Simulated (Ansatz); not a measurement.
Compare A (`N=C(F)C=O`) with its isomer B (`FC1=NCO1`).

Isolated molecules relaxed with PBE0-D4/def2-TZVP in Ansatz; ΔE leaves out vibrations. CBS: MP2 limit from def2 TZ/QZ plus the TZ coupled-cluster correction, frozen cores. DFT in def2-TZVPP. B3LYP here is the variant with VWN-RPA as its local correlation; programs differ in this. Each species was taken in one conformer, which may not be the lowest.

Problem. Which isomer does CCSD(T)/CBS put lower? Give the gap. (Estimate.)

Solution. The calculation gave: A, by 71.2 kJ/mol.

Problem. Give E(B) − E(A) in kJ/mol with CCSD/def2-TZVPP, B2PLYP, B3LYP, HF/def2-TZVPP, MP2/def2-TZVPP, CCSD(T)/def2-SVP, LDA (SPW92). (Estimate.)

Solution. Computed: CCSD/def2-TZVPP 72.0, B2PLYP 79.5, B3LYP 85.2, HF/def2-TZVPP 86.2, MP2/def2-TZVPP 63.3, CCSD(T)/def2-SVP 83.2, LDA (SPW92) 39.8. None reverses the order clearly.

Problem. Does the order hold for the free energy at 298.15 K (harmonic terms from PBE0-D4)? (An estimate is asked.)

Solution. Computed: Yes: G(B) − G(A) = +79.6 kJ/mol, for one conformer each.

Largest T1 diagnostic: 0.015.

From BLYP to BHLYP (50 % exact exchange), in def2-TZVPP and without D4, E(B) − E(A) moves by −16.3 kJ/mol. At CCSD(T), def2-SVP lies +12.1 kJ/mol from the extrapolated value and def2-TZVPP −0.2 kJ/mol.
